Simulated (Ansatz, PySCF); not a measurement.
Stepwise substitution at one centre (Si F-SH). Gas-phase values, no solvent. One relaxed conformer stands for each flexible species; it need not be the lowest. Strings in code marks are SMILES.

Quantity: redistribution energy (mixed species minus the weighted end members), in kcal/mol.

Level 1: TPSSh-D3(BJ)/def2-TZVP // PBE0-D3(BJ)/def2-TZVP (PySCF)
Level 2: frozen-core MP2/cc-pVTZ // PBE0-D3(BJ)/def2-TZVP (Ansatz, a quantum-chemistry and plane-wave program)
Level 3: B3LYP/6-31G* // PBE0-D3(BJ)/def2-TZVP (PySCF)
Level 4: PBE/6-31G* // PBE0-D3(BJ)/def2-TZVP (PySCF)

| species | level 1 | level 2 | level 3 | level 4 |
|---|---|---|---|---|
| 3 of 4 F replaced by SH: `F[Si](S)(S)S` | 1.82 | 3.00 | -0.12 | -0.09 |
| 1 of 4 F replaced by SH: `F[Si](F)(F)S` | 1.39 | 2.43 | -0.39 | ___ |
| 2 of 4 F replaced by SH: `F[Si](F)(S)S` (S–Si–S–H torsion 49°, S–Si–S–H torsion 49°) | ___ | ___ | -0.34 | -0.32 |

Problem. Fill in the missing entries.

Solution. 
- 1 of 4 F replaced by SH: `F[Si](F)(F)S`, level 4: -0.35
- 2 of 4 F replaced by SH: `F[Si](F)(S)S` (S–Si–S–H torsion 49°, S–Si–S–H torsion 49°), level 1: 1.88
- 2 of 4 F replaced by SH: `F[Si](F)(S)S` (S–Si–S–H torsion 49°, S–Si–S–H torsion 49°), level 2: 3.44
